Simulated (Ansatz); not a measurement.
# Nudged elastic band run: C₂H₃O₂, charge -1

Input:

```yaml
crystal:
  periodic: [false, false, false]
  atoms:
    - { symbol: O, position_ang: [-1.206955, -0.764436, 0.579124] }
    - { symbol: C, position_ang: [0.003802, -0.063652, 0.790549] }
    - { symbol: C, position_ang: [0.561145, 0.36824, -0.422517] }
    - { symbol: O, position_ang: [-0.24139, -0.016267, -1.522473] }
    - { symbol: H, position_ang: [0.406888, 0.089773, 1.81686] }
    - { symbol: H, position_ang: [1.504338, 0.940407, -0.572039] }
    - { symbol: H, position_ang: [-1.027818, -0.554066, -0.669504] }
total_charge: -1
basis:
  gaussian: { orbitals: STO-3G }
hamiltonian:
  xc: blyp
neb:
  order_check: false
  images: 7
  f_tol: 0.05
  max_iterations: 60
  initial_path: idpp
  final_atoms:
    - { symbol: O, position_ang: [0.41762896, 0.06890344, 2.13456956] }
    - { symbol: C, position_ang: [-0.02058653, -0.08818201, 0.91051333] }
    - { symbol: C, position_ang: [0.48249601, 0.31563182, -0.35232135] }
    - { symbol: O, position_ang: [-0.2177433, 0.00711191, -1.63388004] }
    - { symbol: H, position_ang: [-1.03419161, -0.67223041, 0.70811456] }
    - { symbol: H, position_ang: [1.41094761, 0.88200101, -0.53932939] }
    - { symbol: H, position_ang: [-1.03854113, -0.51323676, -1.22766666] }
```

Run as:

```bash
$ ansatz run input.yaml --threads 1 --pin off --max-ram 2048MiB --backend cpu --events-out ev --progress --plain --runs-dir out
```

Output, in part (warnings, iteration lines, the closing report on the highest movable image, with atoms numbered from 0):

```
NEB end point (image 0): max|allowed force component| = 1.491e-2 eV/Å (the criterion of neb.relax_end_points is 1.000e-2)
NEB end point (image 8): max|allowed force component| = 1.105e-2 eV/Å (the criterion of neb.relax_end_points is 1.000e-2)
NEB iter   1: max|band force component| = 3.230e0 eV/Å  barrier→ = 4.0853 eV  barrier← = 3.2922 eV  Δτ_max = 0.2000 Å  (322 SCF iters)
NEB iter   2: max|band force component| = 2.450e0 eV/Å  barrier→ = 3.1134 eV  barrier← = 2.3202 eV  Δτ_max = 0.2000 Å  (278 SCF iters)
NEB iter   3: max|band force component| = 2.571e0 eV/Å  barrier→ = 2.7663 eV  barrier← = 1.9731 eV  Δτ_max = 0.0991 Å  (254 SCF iters)
NEB iter   4: max|band force component| = 1.311e0 eV/Å  barrier→ = 2.5645 eV  barrier← = 1.7713 eV  Δτ_max = 0.1761 Å  (201 SCF iters)
NEB iter   5: max|band force component| = 7.237e-1 eV/Å  barrier→ = 2.3350 eV  barrier← = 1.5419 eV  Δτ_max = 0.0892 Å  (215 SCF iters)
NEB iter   6: max|band force component| = 6.977e-1 eV/Å  barrier→ = 2.3346 eV  barrier← = 1.5414 eV  CI = image 5  Δτ_max = 0.1939 Å  (197 SCF iters)
NEB iter   7: max|band force component| = 8.849e-1 eV/Å  barrier→ = 2.3644 eV  barrier← = 1.5713 eV  CI = image 5  Δτ_max = 0.2000 Å  (218 SCF iters)
NEB iter   8: max|band force component| = 9.077e-1 eV/Å  barrier→ = 2.6463 eV  barrier← = 1.8532 eV  CI = image 5  Δτ_max = 0.1004 Å  (221 SCF iters)
NEB iter   9: max|band force component| = 9.320e-1 eV/Å  barrier→ = 2.5858 eV  barrier← = 1.7927 eV  CI = image 5  Δτ_max = 0.0500 Å  (209 SCF iters)
NEB iter  10: max|band force component| = 6.840e-1 eV/Å  barrier→ = 2.5843 eV  barrier← = 1.7911 eV  CI = image 5  Δτ_max = 0.0810 Å  (201 SCF iters)
NEB iter  11: max|band force component| = 5.475e-1 eV/Å  barrier→ = 2.5882 eV  barrier← = 1.7950 eV  CI = image 5  Δτ_max = 0.0276 Å  (213 SCF iters)
NEB iter  12: max|band force component| = 6.864e-1 eV/Å  barrier→ = 2.5726 eV  barrier← = 1.7795 eV  CI = image 5  Δτ_max = 0.0318 Å  (213 SCF iters)
NEB iter  13: max|band force component| = 5.644e-1 eV/Å  barrier→ = 2.5583 eV  barrier← = 1.7652 eV  CI = image 5  Δτ_max = 0.0273 Å  (219 SCF iters)
NEB iter  14: max|band force component| = 3.496e-1 eV/Å  barrier→ = 2.5415 eV  barrier← = 1.7483 eV  CI = image 5  Δτ_max = 0.0309 Å  (185 SCF iters)
NEB iter  15: max|band force component| = 2.657e-1 eV/Å  barrier→ = 2.5266 eV  barrier← = 1.7335 eV  CI = image 5  Δτ_max = 0.0418 Å  (189 SCF iters)
NEB iter  16: max|band force component| = 1.438e-1 eV/Å  barrier→ = 2.5124 eV  barrier← = 1.7192 eV  CI = image 5  Δτ_max = 0.0375 Å  (197 SCF iters)
NEB iter  17: max|band force component| = 1.079e-1 eV/Å  barrier→ = 2.5060 eV  barrier← = 1.7129 eV  CI = image 5  Δτ_max = 0.0188 Å  (198 SCF iters)
NEB iter  18: max|band force component| = 6.892e-2 eV/Å  barrier→ = 2.5041 eV  barrier← = 1.7110 eV  CI = image 5  Δτ_max = 0.0376 Å  (202 SCF iters)
NEB iter  19: max|band force component| = 8.123e-2 eV/Å  barrier→ = 2.5018 eV  barrier← = 1.7086 eV  CI = image 5  Δτ_max = 0.0188 Å  (200 SCF iters)
NEB iter  20: max|band force component| = 6.020e-2 eV/Å  barrier→ = 2.5009 eV  barrier← = 1.7077 eV  CI = image 5  Δτ_max = 0.0188 Å  (202 SCF iters)
NEB iter  21: max|band force component| = 3.864e-2 eV/Å  barrier→ = 2.5000 eV  barrier← = 1.7069 eV  CI = image 5  Δτ_max = 0.0347 Å  (340 SCF iters)
NEB iter  22: max|band force component| = 5.529e-2 eV/Å  barrier→ = 2.4994 eV  barrier← = 1.7063 eV  CI = image 5  Δτ_max = 0.0154 Å  (29 SCF iters)
NEB iter  23: max|band force component| = 3.980e-2 eV/Å  barrier→ = 2.4995 eV  barrier← = 1.7064 eV  CI = image 5  Δτ_max = 0.0000 Å  (379 SCF iters)
Total energy: -6124.28561402 eV, -225.0633451254 hartree
Atom 0 at    -1.389992     0.702844     0.980643 Å, force    -0.001145    -0.004975    -0.000015 eV/Å
Atom 1 at    -0.204559     0.203021     0.878838 Å, force    -0.027673    -0.003123     0.012594 eV/Å
Atom 2 at     0.878226     0.239916    -0.337455 Å, force     0.039263    -0.003091    -0.019180 eV/Å
Atom 3 at    -0.142684    -0.437471    -1.355437 Å, force    -0.012568     0.008595     0.002395 eV/Å
Atom 4 at     0.064368    -0.589362     1.700930 Å, force     0.002072     0.004900    -0.000994 eV/Å
Atom 5 at     0.718565     1.331104    -0.705332 Å, force    -0.001037     0.000867     0.001166 eV/Å
Atom 6 at     0.076086    -1.450053    -1.162186 Å, force     0.001089    -0.003173     0.004033 eV/Å
Dipole moment:    -0.388127    -0.210188     0.087106 e Å
```

The forces met the threshold. The band force fell under the threshold earlier too, but the program's further tests of the path sent the band on. A vibrational analysis at the climbing image gives one clearly imaginary mode, 450i cm⁻¹: a first-order saddle point. Limits of this set-up: minimal basis, an anion without diffuse functions, the dipole of an ion depends on the origin.

Final band (atoms are numbered from 1 in the order of the input):

```
image  path coordinate (Å)  energy (eV)  dihedral O1–C2–C3–O4 (°)
    0                 0.00         0.00                         0
    1                 0.63         0.59                         7
    2                 1.27         0.90                        11
    3                 1.90         1.40                        -5
    4                 2.54         2.11                       -27
    5                 3.17         2.50                       -58
    6                 3.85         1.77                      -100
    7                 4.52         1.00                      -141
    8                 5.20         0.79                       180
```

The run took 8.5 min on 1 CPU thread of a shared host.
